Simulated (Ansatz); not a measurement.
**hcp Mg**

Computed with r²SCAN (PAW; Ansatz, a first-principles code).

Run with plane-wave cutoff 500 eV, 5×5×5 k mesh, Fermi–Dirac smearing 0.1 eV, cell of 36 sites, scalar-relativistic PAW data made under PBE.

Cell: relaxed at this level.

vacancy formation energy before relaxation: 0.95 eV

Note: energies are extrapolated to zero smearing, and mesh and cell size move such values by some hundredths of an eV or more.

The computed numbers hold no vibrational or temperature effects.
